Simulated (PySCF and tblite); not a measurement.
Values are calculated unless marked as measured or tabulated.
C₃H₆Cl₂, numbered as in [CH3:1][C@H:2]([Cl:3])[CH2:4][Cl:5].

Search: ETKDG and KDG, MMFF94s, GFN2-xTB, 90 starts; geometries at PBE0-D3(BJ)/def2-SVP. Energies: PBE0-D3(BJ)/def2-TZVP, with GFN2-xTB thermal terms (modes under about 100 cm⁻¹ blended into free rotors). Symmetry numbers and mirror images are counted. Conformers within 4 kcal/mol (GFN2-xTB free energy) were kept, 5 at most. GIAO shieldings: PBE0/pcSseg-1. Shifts are against TMS (¹H), TMS (¹³C) at the same level; of two unlike H on one atom, a is the less shielded. Programs: PySCF with density fitting and tblite.

Torsions listed: Cl3–C2–C4–Cl5.

```
conformer  shape  symmetry  E(GFN2) kcal/mol  E(DFT) kcal/mol
        1   173°        C1              0.00             0.00
        2    65°        C1              1.55             1.53
        3   -67°        C1              1.71             1.46
```

Q: How much do the weights at 298.15 K and the averaged shift of H4a depend on how the conformers are weighted?

A: 
```json
{"weighting": "DFT energy with thermal terms, symmetry and mirror images (full scheme)", "1 (%)": "86", "2 (%)": "7", "3 (%)": "7", "δ (ppm)": "3.51", "rms dipole (D)": "1.19"}
{"weighting": "DFT energy with symmetry and mirror images", "1 (%)": "86", "2 (%)": "6", "3 (%)": "7", "δ (ppm)": "3.52", "rms dipole (D)": "1.17"}
{"weighting": "bare DFT energy", "1 (%)": "86", "2 (%)": "6", "3 (%)": "7", "δ (ppm)": "3.52", "rms dipole (D)": "1.17"}
{"weighting": "GFN2-xTB energy with symmetry and mirror images", "1 (%)": "89", "2 (%)": "7", "3 (%)": "5", "δ (ppm)": "3.52", "rms dipole (D)": "1.09"}
{"weighting": "GFN2-xTB free energy", "1 (%)": "88", "2 (%)": "7", "3 (%)": "5", "δ (ppm)": "3.52", "rms dipole (D)": "1.12"}
{"weighting": "leading conformer alone", "1 (%)": "100", "2 (%)": "0", "3 (%)": "0", "δ (ppm)": "3.55", "rms dipole (D)": "0.52"}
{"weighting": "equal weights", "1 (%)": "33", "2 (%)": "33", "3 (%)": "33", "δ (ppm)": "3.38", "rms dipole (D)": "2.37"}
{"weighting": "full scheme, search stopped after three starts", "1 (%)": "92", "2 (%)": "0", "3 (%)": "8", "δ (ppm)": "3.54", "rms dipole (D)": "0.91"}
```

The largest departure from the full scheme, 0.13 ppm, comes with: equal weights.
